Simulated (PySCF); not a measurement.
Energies from PySCF, thermal terms from the rigid-rotor harmonic-oscillator model, ideal gas at 1 bar. Table values come from the NASA 1993 polynomials. 6-31G* has spherical d functions here. Open shells (unrestricted): CH (multiplicity 2, electronic degeneracy 4). Spin-orbit splitting is ignored; it lowers the true energy and changes the entropy of CH. B3LYP is the form with VWN-RPA correlation. The harmonic model lacks anharmonicity and excited electronic states, which grow with temperature; levels with a mode under 35 cm⁻¹ are left out. The table's entry may be an old estimate for CH (not checked at source).

Harmonic frequencies at B3LYP/6-31G* (cm⁻¹): 2805. Point group C∞v; S°(298 K) = 183.0 J/mol/K at this level.

Problem. Work out Cp and S° of gaseous CH at 500, 800, 1200, 1600, 2000 K from these, and set them beside the table.

Solution. 
```json
[
 {"T (K)": "500", "Cp B3LYP/6-31G*": "29.3", "Cp table": "29.4", "S° B3LYP/6-31G*": "198.1", "S° table": "198.2"},
 {"T (K)": "800", "Cp B3LYP/6-31G*": "30.5", "Cp table": "30.9", "S° B3LYP/6-31G*": "212.1", "S° table": "212.2"},
 {"T (K)": "1200", "Cp B3LYP/6-31G*": "32.6", "Cp table": "33.8", "S° B3LYP/6-31G*": "224.9", "S° table": "225.3"},
 {"T (K)": "1600", "Cp B3LYP/6-31G*": "34.1", "Cp table": "36.5", "S° B3LYP/6-31G*": "234.5", "S° table": "235.4"},
 {"T (K)": "2000", "Cp B3LYP/6-31G*": "35.1", "Cp table": "38.5", "S° B3LYP/6-31G*": "242.2", "S° table": "243.8"}
]
```
Units J/mol/K.
